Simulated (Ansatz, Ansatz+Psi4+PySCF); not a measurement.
```xyz
3

C     0.0000    0.0000   -0.7372
N     0.0000    0.0000    0.4321
H     0.0000    0.0000    1.4270
```

Basis set: cc-pVTZ (spherical functions). Correlated methods keep 2 orbitals frozen. Charge 0, multiplicity 1.

Computed with Ansatz (development build ahead of 0.2.0); each method stands on the lowest determinant of its kind that the runs found. Restricted open shells among the atoms or ions are ROHF, correlated in semicanonical orbitals with singles.

Give the atomization energy at this shape (free ground-state atoms in the same class of orbitals less the molecule, no zero-point energy) of singlet CHN by RHF-CCSD(T), RHF-MP2.

| method | atomization energy |
| --- | --- |
| RHF-CCSD(T) | 286.31 kcal/mol |
| RHF-MP2 | 295.23 kcal/mol |
